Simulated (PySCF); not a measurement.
PySCF input (HF/cc-pV(D+d)Z):

```python
import numpy as np, basis_set_exchange as bse
from pyscf import gto, scf, dft, df
from pyscf.prop.nmr import rhf as nmr

basis = {'C': gto.basis.parse(bse.get_basis('cc-pV(D+d)Z', elements=['C'], fmt='nwchem')), 'H': gto.basis.parse(bse.get_basis('cc-pV(D+d)Z', elements=['H'], fmt='nwchem')), 'Si': gto.basis.parse(bse.get_basis('cc-pV(D+d)Z', elements=['Si'], fmt='nwchem'))}
mol = gto.M(
    atom='''
    C     0.00340141   -0.00638779   -1.24205632
    Si   -0.00173623    0.00326060    0.63399891
    H     0.01183572   -1.02821844   -1.62563804
    H    -0.88242631    0.49513333   -1.63592148
    H     0.88398944    0.50792232   -1.63114986
    H    -0.01319887    1.39426270    1.14918674
    H    -1.20047879   -0.69691575    1.15669009
    H     1.20417751   -0.67950585    1.16318579
    ''',
    basis=basis,
    charge=0,
    verbose=4,
    max_memory=8640,
)
mf = scf.RHF(mol)
mf.conv_tol = 1e-9
mf.max_cycle = 100
print('smallest overlap eigenvalue', np.linalg.eigvalsh(mol.intor('int1e_ovlp'))[0])
mf.kernel()
dip = mf.dip_moment()
n = nmr.NMR(mf)
n.verbose = 2
n.max_cycle_cphf = 60
sigma = n.kernel()
for i, x in enumerate(sigma):
    print(mol.atom_symbol(i), i + 1, round(x.trace() / 3, 3))
```

Output:

```
PySCF version 2.14.0

[INPUT] verbose = 4
[INPUT] num. atoms = 8
[INPUT] num. electrons = 26
[INPUT] charge = 0
[INPUT] spin (= nelec alpha-beta = 2S) = 0
[INPUT] symmetry False subgroup None
[INPUT] Mole.unit = angstrom
[INPUT] Symbol           X                Y                Z      unit          X                Y                Z       unit  Magmom
[INPUT]  1 C      0.003401410000  -0.006387790000  -1.242056320000 AA    0.006427733337  -0.012071173641  -2.347146276085 Bohr   0.0
[INPUT]  2 Si    -0.001736230000   0.003260600000   0.633998910000 AA   -0.003280999189   0.006161641002   1.198084303173 Bohr   0.0
[INPUT]  3 H      0.011835720000  -1.028218440000  -1.625638040000 AA    0.022366269287  -1.943051247828  -3.072010673275 Bohr   0.0
[INPUT]  4 H     -0.882426310000   0.495133330000  -1.635921480000 AA   -1.667544051011   0.935666388844  -3.091443558493 Bohr   0.0
[INPUT]  5 H      0.883989440000   0.507922320000  -1.631149860000 AA    1.670497938608   0.959834077354  -3.082426503523 Bohr   0.0
[INPUT]  6 H     -0.013198870000   1.394262700000   1.149186740000 AA   -0.024942249454   2.634774648697   2.171648204582 Bohr   0.0
[INPUT]  7 H     -1.200478790000  -0.696915750000   1.156690090000 AA   -2.268576131449  -1.316979899396   2.185827481099 Bohr   0.0
[INPUT]  8 H      1.204177510000  -0.679505850000   1.163185790000 AA    2.275565699261  -1.284079956540   2.198102575086 Bohr   0.0

nuclear repulsion = 62.8175728634908
number of shells = 18
number of NR pGTOs = 114
number of NR cGTOs = 67
basis = {'C': [[0, [6665.0, 0.000692, -0.000146, 0.0], [1000.0, 0.005329, -0.001154, 0.0], [228.0, 0.027077, -0.005725, 0.0], [64.71, 0.101718, -0.023312, 0.0], [21.06, 0.27474, -0.063955, 0.0], [7.495, 0.448564, -0.149981, 0.0], [2.797, 0.285074, -0.127262, 0.0], [0.5215, 0.015204, 0.544529, 0.0], [0.1596, -0.003191, 0.580496, 1.0]], [1, [9.439, 0.038109, 0.0], [2.002, 0.20948, 0.0], [0.5456, 0.508557, 0.0], [0.1517, 0.468842, 1.0]], [2, [0.55, 1.0]]], 'H': [[0, [13.01, 0.019685, 0.0], [1.962, 0.137977, 0.0], [0.4446, 0.478148, 0.0], [0.122, 0.50124, 1.0]], [1, [0.727, 1.0]]], 'Si': [[0, [78860.0, 0.000270443, -7.23177e-05, 1.85113e-05, 0.0], [11820.0, 0.00209717, -0.000555116, 0.000142236, 0.0], [2692.0, 0.0108506, -0.00293805, 0.000752185, 0.0], [763.4, 0.0436754, -0.0117687, 0.00302279, 0.0], [249.6, 0.137653, -0.0402907, 0.0103677, 0.0], [90.28, 0.316644, -0.100609, 0.0262563, 0.0], [35.29, 0.418581, -0.196528, 0.0523989, 0.0], [14.51, 0.210212, -0.102382, 0.0290959, 0.0], [4.053, 0.0144952, 0.52719, -0.178003, 0.0], [1.482, -0.0020359, 0.593251, -0.346874, 0.0], [0.2517, 0.000624186, 0.0332652, 0.62302, 0.0], [0.09243, -0.000282872, -0.00973662, 0.537712, 1.0]], [1, [315.9, 0.00392656, -0.000858302, 0.0], [74.42, 0.0298811, -0.00630328, 0.0], [23.48, 0.127212, -0.0288255, 0.0], [8.488, 0.320943, -0.069456, 0.0], [3.217, 0.455429, -0.119493, 0.0], [1.229, 0.268563, -0.0199581, 0.0], [0.2964, 0.0188336, 0.510268, 0.0], [0.08768, -0.00262431, 0.600382, 1.0]], [2, [1.803, 1.0, 0.0], [0.275, 0.0, 1.0]]]}
ecp = {}
smallest overlap eigenvalue 0.005765752494922687

******** <class 'pyscf.scf.hf.RHF'> ********
method = RHF
initial guess = minao
damping factor = 0
level_shift factor = 0
DIIS = <class 'pyscf.scf.diis.CDIIS'>
diis_start_cycle = 1
diis_space = 8
diis_damp = 0
SCF conv_tol = 1e-09
SCF conv_tol_grad = None
SCF max_cycles = 100
direct_scf = True
direct_scf_tol = 1e-13
Set gradient conv threshold to 3.16228e-05
Initial guess from minao.
init E= -330.10326312961
  HOMO = -0.356361720402006  LUMO = 0.0946308452856965  gap/eV = 12.27213
cycle= 1 E= -330.276188902089  delta_E= -0.173  |g|= 0.218  |ddm|= 4.03
  HOMO = -0.461969936856367  LUMO = 0.147037519015222  gap/eV = 16.57194
cycle= 2 E= -330.297332789008  delta_E= -0.0211  |g|= 0.0559  |ddm|= 0.621
  HOMO = -0.448846076792152  LUMO = 0.159634602118776  gap/eV = 16.55760
cycle= 3 E= -330.299086805643  delta_E= -0.00175  |g|= 0.0103  |ddm|= 0.173
  HOMO = -0.455143649989135  LUMO = 0.157621960100745  gap/eV = 16.67420
cycle= 4 E= -330.299137239317  delta_E= -5.04e-05  |g|= 0.00279  |ddm|= 0.0359
  HOMO = -0.454878077315872  LUMO = 0.15765859742702  gap/eV = 16.66797
cycle= 5 E= -330.299141757426  delta_E= -4.52e-06  |g|= 0.00079  |ddm|= 0.0097
  HOMO = -0.455114568660286  LUMO = 0.157635921386997  gap/eV = 16.67379
cycle= 6 E= -330.299142140642  delta_E= -3.83e-07  |g|= 0.000175  |ddm|= 0.00338
  HOMO = -0.455121043051882  LUMO = 0.157633851422318  gap/eV = 16.67391
cycle= 7 E= -330.29914216241  delta_E= -2.18e-08  |g|= 3.87e-05  |ddm|= 0.000838
  HOMO = -0.455123126526807  LUMO = 0.157632838207361  gap/eV = 16.67394
cycle= 8 E= -330.299142163562  delta_E= -1.15e-09  |g|= 8.32e-06  |ddm|= 0.000171
  HOMO = -0.455123727133874  LUMO = 0.15763283286427  gap/eV = 16.67396
cycle= 9 E= -330.299142163612  delta_E= -4.96e-11  |g|= 1.17e-06  |ddm|= 4.21e-05
  HOMO = -0.455123607637441  LUMO = 0.157632927748724  gap/eV = 16.67395
Extra cycle  E= -330.299142163615  delta_E= -2.96e-12  |g|= 4.31e-07  |ddm|= 4.55e-06
converged SCF energy = -330.299142163615
Dipole moment(X, Y, Z, Debye):  0.00203, -0.00382, -0.74203
C 1 211.124
Si 2 497.184
H 3 31.86
H 4 31.86
H 5 31.86
H 6 28.105
H 7 28.105
H 8 28.105
```
